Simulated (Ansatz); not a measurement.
Two structures of CH8OSi, closed shell, reached by relaxing down either side of one saddle point (PBE0-D4/def2-TZVP). Energies are electronic, without zero-point energy. Computed with Ansatz 0.2.0 (basis: def2-TZVPP and def2-QZVPP); correlated methods freeze the cores. Extrapolation: Hartree–Fock as exp(−7.88 √X), correlation as X^−2.97. First:

| atom | x (Å) | y (Å) | z (Å) |
| --- | --- | --- | --- |
| Si1 | -1.1137 | -0.1902 | 0.1051 |
| H2 | -0.7977 | -1.3680 | -0.7522 |
| H3 | -2.4628 | -0.4164 | 0.6932 |
| H4 | -1.2085 | 1.0031 | -0.7829 |
| C5 | 0.1749 | 0.0501 | 1.4319 |
| H6 | 1.3257 | -0.5710 | -2.0269 |
| O7 | 1.6845 | 0.2645 | -1.7176 |
| H8 | -0.0662 | 0.9139 | 2.0555 |
| H9 | 0.2351 | -0.8284 | 2.0782 |
| H10 | 1.1500 | 0.2126 | 0.9690 |
| H11 | 1.0787 | 0.9299 | -2.0534 |

Second:

| atom | x (Å) | y (Å) | z (Å) |
| --- | --- | --- | --- |
| Si1 | -0.6165 | 0.9724 | -0.1829 |
| H2 | 1.5956 | -2.7285 | -0.8471 |
| H3 | -2.1069 | 1.0300 | -0.2061 |
| H4 | -0.1170 | 2.3767 | -0.2433 |
| C5 | -0.0094 | 0.1171 | 1.3464 |
| H6 | 1.2362 | -2.1022 | -1.0414 |
| O7 | -0.0523 | 0.1031 | -1.4713 |
| H8 | -0.3497 | 0.6461 | 2.2403 |
| H9 | -0.3841 | -0.9078 | 1.3916 |
| H10 | 1.0822 | 0.0832 | 1.3635 |
| H11 | -0.2782 | 0.4099 | -2.3498 |

(1) Which bonds change from the first to the second?

(2) Give the saddle point's structure and its height above each. (Judge from chemistry; the value comes from the calculation.)

The T1 diagnostic stays at or below 0.012.

Answers

(1) CH₆Si ([CH3][SiH3]) + H₂O → CH₆OSi ([CH3][SiH2][OH]) + H₂; bonds formed: Si1–O7, H2–H6; bonds broken: Si1–H2, H6–O7.

(2) The calculation gives: 173.3 kJ/mol above the first and 238.9 kJ/mol above the second (CCSD(T) at an estimated basis limit (MP2 extrapolated from triple and quadruple zeta, plus CCSD(T) − MP2 in triple zeta)).
```
atom    x (Å)    y (Å)    z (Å)
 Si1  -0.5103   0.1237  -0.2039
  H2   0.0917  -1.4756  -0.6091
  H3  -1.8758  -0.4348  -0.4148
  H4  -0.7764   1.5953  -0.4237
  C5   0.1886   0.0463   1.5249
  H6   0.6186  -0.8507  -1.4475
  O7   0.7552   0.2350  -1.6066
  H8  -0.3149   0.7678   2.1728
  H9   0.1016  -0.9542   1.9501
 H10   1.2497   0.3095   1.4957
 H11   0.4720   0.6378  -2.4380
```

Labels in which every atom is bracketed show which atoms are joined, not bond orders.

For scale, one of the runs: CCSD(T)/def2-TZVPP, 216 basis functions, launched by `ansatz run in.yaml --threads 4 --pin off --events-out ev --progress --plain --max-ram 9574MiB`. The run took 14 s on 4 CPU threads of an AMD EPYC 9R45 (shared host), with 3.2 GiB of host memory at its peak.
